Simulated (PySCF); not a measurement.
## Diatomics with 20 electrons

PBE0 in PySCF with def2-TZVPPD on every atom, for the lowest determinant that a PBE0 search found; no spin–orbit coupling. All have 20 electrons, 8 of them in the valence shells, and the same state, a triplet (σ ↑, π ↑). For ions De leads to the atom and ion picked by measured ionisation energies and electron affinities.

| species | difference of nuclear charges | Re (Å) | ωe (cm⁻¹) | k (mdyn/Å) | De (eV) | dissociates to |
| --- | --- | --- | --- | --- | --- | --- |
| SiB⁻ | 9 | 1.853 | 831 | 3.22 | 3.81 | Si⁻ + B |
| SiC | 8 | 1.710 | 996 | 4.90 | 4.42 | Si + C |
| BP | 10 | 1.736 | 985 | 4.64 | 3.63 | B + P |
| AlO⁺ | 5 | 1.733 | 765 | 3.46 | 1.42 | Al⁺ + O |

Q: Which member of the whole set has the stiffest bond, and how does it compare with the softest?

A: SiC with k = 4.90 mdyn/Å, 1.5 times that of SiB⁻.

For an ion De counts to the pair picked by the measured ionisation energies or electron affinities, which need not be the lowest pair at this level. The highest Kohn–Sham level is positive in this anion. Much of that is self-interaction error, but it also means that the finite basis helps to hold the extra electron. States were picked by a PBE0 search and need not be the measured ground states.
